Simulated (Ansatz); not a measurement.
# One shape, several levels: AlH (SMILES [AlH])

We compute a comparison of 6 runs (B2PLYP/def2-TZVPPD, B3LYP/def2-TZVPPD, SVWN5/def2-TZVPPD, r2SCAN0/def2-TZVPPD, revPBE/def2-TZVPPD, RPA@PBE/def2-TZVPPD) of AlH. 

The calculation is run with Ansatz 0.2.0.

33 further runs of the same task are left out: 33 set aside as unsound or not needed.

**1. The molecule**

The species is AlH (2 atoms), meant as a singlet with charge 0. As SMILES, `[AlH]`. The Al1–H2 distance was set to 2.497 Å, away from the relaxed value.

**2. A single-point energy at B2PLYP/def2-TZVPPD (run 1)**

molecule.yaml

```yaml
crystal:
  periodic: [false, false, false]
  atoms:
    - {symbol: Al, position_ang: [-0.000000, 0.000000, -0.857990]}
    - {symbol: H, position_ang: [0.000000, -0.000000, 1.639110]}
basis:
  gaussian: {orbitals: def2-TZVPPD.json}
total_charge: 0
hamiltonian: {xc: {name: B2PLYP}}
correlation: {frozen_orbitals: {Al: 5, H: 0}}
accuracy: high
output: {orbitals: {seedname: orbitals}}
```

The basis set def2-TZVPPD is read from a file made from the Basis Set Exchange's data (not shown).

On the command line:

```sh
ansatz run molecule.yaml --threads 1 --pin off --max-ram 3480MiB --events-out events.jsonl --progress --plain --runs-dir runs
```

Output:

```text
Warning: RAYON_NUM_THREADS=1 ignored (pool sized by the plan → 1); use --threads N
Functional definition: B2PLYP
  name "B2PLYP"
  parameter a = 0.53
  parameter c = 0.27
  exchange = (1 - a)*b88_x + a*exact_x
  correlation = (1 - c)*lyp_c + c*(mp2_os + mp2_ss)
787 factors; integrals over basis functions are off by at most 3.6e-9 eV
mean field evaluation 1: about -6605.4165 eV, gradient 1.2e1 eV
mean field evaluation 2: about -6605.4163 eV, gradient 1.2e1 eV
mean field evaluation 4: about -6606.5935 eV, gradient 7.8e-1 eV
mean field evaluation 8: about -6606.5974 eV, gradient 3.7e-3 eV
mean field evaluation 16: about -6606.5974 eV, gradient 1.8e-7 eV
mean field -6606.59737815 eV, -242.7879755345 hartree, gradient 1.9e-8 eV, S^2 0.000000; 0 other end points of the search recorded, 0 dependent functions left out
5 core orbitals not correlated: weight in the atoms' cores, before any rotation towards them, 1.000 or more for the frozen orbitals, at most 0.000 for the correlated occupied ones
reference -6606.59739604 eV, -242.7879761919 hartree; 2, 2 occupied and 58, 58 virtual orbitals, 787 factors
second order -2.30086405 eV of doubles, -0.00000000 eV of singles
Total energy: -6607.21862933 eV, -242.8108060943 hartree
```

Run time: 1.6 s. Hardware: 1 thread of Arm Neoverse V2, shared host; peak memory 0.11 GiB.

**3. A single-point energy at B3LYP/def2-TZVPPD (run 2)**

run.yaml

```yaml
crystal:
  periodic: [false, false, false]
  atoms:
    - {symbol: Al, position_ang: [-0.000000, 0.000000, -0.857990]}
    - {symbol: H, position_ang: [0.000000, -0.000000, 1.639110]}
basis:
  gaussian:
    orbitals: def2-TZVPPD.json
hamiltonian:
  xc: {name: B3LYP}
accuracy: high
output: {orbitals: {seedname: orbitals}}
```

The basis set def2-TZVPPD is read from a file made from the Basis Set Exchange's data (not shown).

On the command line:

```sh
ansatz run run.yaml --threads 1 --pin off --max-ram 3480MiB --events-out events.jsonl --progress --plain --runs-dir runs
```

Output:

```text
Warning: RAYON_NUM_THREADS=1 ignored (pool sized by the plan → 1); use --threads N
Functional definition: B3LYP
  name "B3LYP"
  parameter a0 = 0.2
  parameter ax = 0.72
  parameter ac = 0.81
  exchange = (1 - a0 - ax)*slater_x + ax*b88_x + a0*exact_x
  correlation = (1 - ac)*vwn_rpa_c + ac*lyp_c
787 factors; integrals over basis functions are off by at most 3.6e-9 eV
mean field evaluation 1: about -6609.5877 eV, gradient 1.5e1 eV
mean field evaluation 2: about -6606.8427 eV, gradient 2.2e1 eV
mean field evaluation 4: about -6611.2251 eV, gradient 6.5e-1 eV
mean field evaluation 8: about -6611.2251 eV, gradient 1.8e-2 eV
mean field evaluation 16: about -6611.2251 eV, gradient 7.0e-7 eV
mean field -6611.22508228 eV, -242.9580405245 hartree, gradient 2.5e-8 eV, S^2 0.000000; 0 other end points of the search recorded, 0 dependent functions left out
reference -6611.22511029 eV, -242.9580415539 hartree; 7, 7 occupied and 58, 58 virtual orbitals, 787 factors
Total energy: -6611.22511029 eV, -242.9580415539 hartree
```

It took 1.1 s on 1 thread of Arm Neoverse V2, shared host; peak memory 0.11 GiB.

Run 3 isn't shown in full; the table further down has it.

**4. The energy at r2SCAN0/def2-TZVPPD (run 4)**

in.yaml

```yaml
crystal:
  periodic: [false, false, false]
  atoms:
    - {symbol: Al, position_ang: [-0.000000, 0.000000, -0.857990]}
    - {symbol: H, position_ang: [0.000000, -0.000000, 1.639110]}
basis:
  gaussian:
    orbitals: def2-TZVPPD.json
hamiltonian:
  xc: {name: r2SCAN0}
accuracy: high
output: {orbitals: {seedname: orbitals}}
```

The basis set def2-TZVPPD is read from a file made from the Basis Set Exchange's data (not shown).

On the command line:

```sh
ansatz run in.yaml --threads 1 --pin off --max-ram 3480MiB --events-out events.jsonl --progress --plain --runs-dir runs
```

Output:

```text
Warning: RAYON_NUM_THREADS=1 ignored (pool sized by the plan → 1); use --threads N
Functional definition: r2SCAN0
  name "r2SCAN0"
  parameter a = 0.25
  parameter k0 = 0.174
  parameter k1 = 0.065
  parameter a1 = 4.9479
  exchange = (1 - a)*r2scan_x(k0 = k0, k1 = k1, a1 = a1) + a*exact_x
  correlation = r2scan_c
787 factors; integrals over basis functions are off by at most 3.6e-9 eV
mean field evaluation 1: about -6608.0006 eV, gradient 1.3e1 eV
mean field evaluation 2: about -6607.1520 eV, gradient 1.6e1 eV
mean field evaluation 4: about -6609.2883 eV, gradient 3.9e-1 eV
mean field evaluation 8: about -6609.2876 eV, gradient 6.2e-3 eV
mean field evaluation 16: about -6609.2876 eV, gradient 4.0e-7 eV
mean field -6609.28762879 eV, -242.8868404219 hartree, gradient 2.7e-8 eV, S^2 0.000000; 0 other end points of the search recorded, 0 dependent functions left out
reference -6609.28762932 eV, -242.8868404416 hartree; 7, 7 occupied and 58, 58 virtual orbitals, 787 factors
Total energy: -6609.28762932 eV, -242.8868404416 hartree
```

Run time: 2.3 s. Hardware: 1 thread of Arm Neoverse V2, shared host; peak memory 0.13 GiB.

Run 5 isn't shown in full; the table further down has it.

**5. The energy at RPA@PBE/def2-TZVPPD (run 6)**

Changes to in.yaml since step 4:

```diff
@@ -8,5 +8,10 @@
     orbitals: def2-TZVPPD.json
+magnetization:
+  spin_polarized: false
+  initial_magnetization: 0
 hamiltonian:
-  xc: {name: r2SCAN0}
+  xc: pbe
+correlation:
+  method: rpa
+  frozen_orbitals: {Al: 5, H: 0}
 accuracy: high
-output: {orbitals: {seedname: orbitals}}
```

The basis set def2-TZVPPD is read from a file made from the Basis Set Exchange's data (not shown).

On the command line:

```sh
ansatz run in.yaml --threads 1 --pin off --max-ram 3480MiB --events-out events.jsonl --progress --plain --runs-dir runs
```

Output:

```text
Warning: RAYON_NUM_THREADS=1 ignored (pool sized by the plan → 1); use --threads N
Functional definition: PBE
  name "PBE"
  parameter kappa = 0.804
  parameter beta = 0.06672455060314922
  exchange = pbe_x(kappa = kappa, mu = beta*pi^2/3)
  correlation = pbe_c(beta = beta)
787 factors; integrals over basis functions are off by at most 3.6e-9 eV
mean field evaluation 1: about -6604.8237 eV, gradient 1.6e1 eV
mean field evaluation 2: about -6604.8228 eV, gradient 1.6e1 eV
mean field evaluation 4: about -6606.6193 eV, gradient 5.5e0 eV
mean field evaluation 8: about -6606.7495 eV, gradient 2.9e-1 eV
mean field evaluation 16: about -6606.7500 eV, gradient 2.5e-6 eV
mean field -6606.75001219 eV, -242.7935847320 hartree, gradient 6.1e-9 eV, S^2 0.000000; 0 other end points of the search recorded, 0 dependent functions left out
5 core orbitals not correlated: weight in the atoms' cores, before any rotation towards them, 1.000 or more for the frozen orbitals, at most 0.000 for the correlated occupied ones
reference -6595.72977671 eV, -242.3885985480 hartree; 2, 2 occupied and 58, 58 virtual orbitals, 787 factors
Total energy: -6600.12933910 eV, -242.5502794836 hartree
```

It took 1.5 s on 1 thread of Arm Neoverse V2, shared host; peak memory 0.14 GiB.

**6. The series**

```tsv
run	level	frozen core orbitals	energy (Eh)	HOMO energy (eV)	LUMO energy (eV)	HOMO–LUMO gap (eV)	wall time
1	B2PLYP/def2-TZVPPD	5	-242.810806	-6.33	-1.28	5.05	1.6 s
2	B3LYP/def2-TZVPPD	–	-242.958042	-5.44	-2.45	2.98	1.1 s
3	SVWN5/def2-TZVPPD	–	-241.869044	-4.76	-3.10	1.66	0.7 s
4	r2SCAN0/def2-TZVPPD	–	-242.886840	-5.72	-2.21	3.51	2.3 s
5	revPBE/def2-TZVPPD	–	-242.883906	-4.71	-2.97	1.74	1 s
6	RPA@PBE/def2-TZVPPD	5	-242.550279	–	–	–	1.5 s
```

**7. What came out**

| quantity | value |
| --- | --- |
| run 6: total energy | -242.55028 Eh |
| run 6: RPA correlation energy (valence) | -161.7 mEh |

**Reading.** Over runs 1, 2, 3, 4, 5 the HOMO–LUMO gap runs from 1.66 eV (SVWN5/def2-TZVPPD) to 5.05 eV (B2PLYP/def2-TZVPPD). A double hybrid's value is that of its SCF part. Totals of different functionals can't be ranked against each other. All runs together took 8.3 s, the longest 2.3 s.
